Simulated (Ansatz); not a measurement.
in.yaml

```yaml
crystal:
  periodic: [false, false, false]
  atoms:
    - {symbol: B, position_ang: [0.000000, -0.003039, 1.482770]}
    - {symbol: Al, position_ang: [0.000000, -0.003039, -0.757681]}
    - {symbol: H, position_ang: [0.000000, 1.121957, 2.229016]}
    - {symbol: H, position_ang: [0.000000, -1.008019, 2.149406]}
basis:
  gaussian: {orbitals: 6-31G}
magnetization: {spin_polarized: false}
correlation: {method: ccsdtq, electrons: outside_noble_gas}
```

```sh
$ ansatz run in.yaml --threads 1 --pin off --events-out ev --progress --plain --max-ram 1536MiB
```

Question: Roughly how long does this take on 1 thread of Intel Xeon, shared host, and how much host memory?

Answer: 9.5 s wall and 0.16 GiB.

```
559 factors; integrals over basis functions are off by at most 1.9e-7 eV
mean field evaluation 1: about -7282.2966 eV, gradient 8.8e0 eV
mean field evaluation 2: about -7282.2948 eV, gradient 8.7e0 eV
mean field evaluation 4: about -7282.8451 eV, gradient 5.2e-1 eV
mean field evaluation 8: about -7282.8466 eV, gradient 3.9e-4 eV
mean field evaluation 16: about -7255.4985 eV, gradient 3.2e1 eV
mean field evaluation 32: about -7282.8563 eV, gradient 3.2e-1 eV
mean field evaluation 64: about -7278.5843 eV, gradient 1.1e1 eV
mean field -7282.84663650 eV, -267.6396774005 hartree, gradient 3.8e-6 eV, S^2 0.000000; 3 other end points of the search recorded, 0 dependent functions left out; unrestricted orbitals would lower it
determinant -7282.84663650 eV, -267.6396774005 hartree, with singles and doubles -7285.75248465 eV, -267.7464653506 hartree
determinant -7279.27742703 eV, -267.5085113721 hartree, with singles and doubles -7283.05128664 eV, -267.6471981545 hartree
6 core orbitals not correlated: weight in the atoms' cores, before any rotation towards them, 1.000 or more for the frozen orbitals, at most 0.000 for the correlated occupied ones
reference -7282.84663650 eV, -267.6396774005 hartree; 4, 4 occupied and 16, 16 virtual orbitals, 559 factors
second order -2.09829707 eV of doubles, -0.00000000 eV of singles
cycle   1  -2.61373898 eV  change   -5.2e-1 eV  update   7.8e-2
cycle   2  -2.96281725 eV  change   -3.5e-1 eV  update   3.7e-2
cycle   3  -2.97026576 eV  change   -7.4e-3 eV  update   1.0e-2
cycle   4  -2.97215437 eV  change   -1.9e-3 eV  update   5.8e-3
cycle   5  -2.97509250 eV  change   -2.9e-3 eV  update   3.6e-3
cycle   6  -2.97610112 eV  change   -1.0e-3 eV  update   2.6e-3
cycle   7  -2.97593792 eV  change    1.6e-4 eV  update   1.5e-3
cycle   8  -2.97643828 eV  change   -5.0e-4 eV  update   8.3e-4
cycle   9  -2.97674307 eV  change   -3.0e-4 eV  update   3.9e-4
cycle  10  -2.97649553 eV  change    2.5e-4 eV  update   1.6e-4
cycle  11  -2.97650292 eV  change   -7.4e-6 eV  update   6.7e-5
cycle  12  -2.97650775 eV  change   -4.8e-6 eV  update   3.3e-5
cycle  13  -2.97653988 eV  change   -3.2e-5 eV  update   1.8e-5
cycle  14  -2.97654890 eV  change   -9.0e-6 eV  update   8.3e-6
cycle  15  -2.97654769 eV  change    1.2e-6 eV  update   4.7e-6
cycle  16  -2.97654595 eV  change    1.7e-6 eV  update   3.8e-6
cycle  17  -2.97654448 eV  change    1.5e-6 eV  update   2.2e-6
cycle  18  -2.97654437 eV  change    1.1e-7 eV  update   7.1e-7
Total energy: -7285.82318087 eV, -267.7490633886 hartree
```

For the same geometry and basis full CI lies 0.2 meV lower.
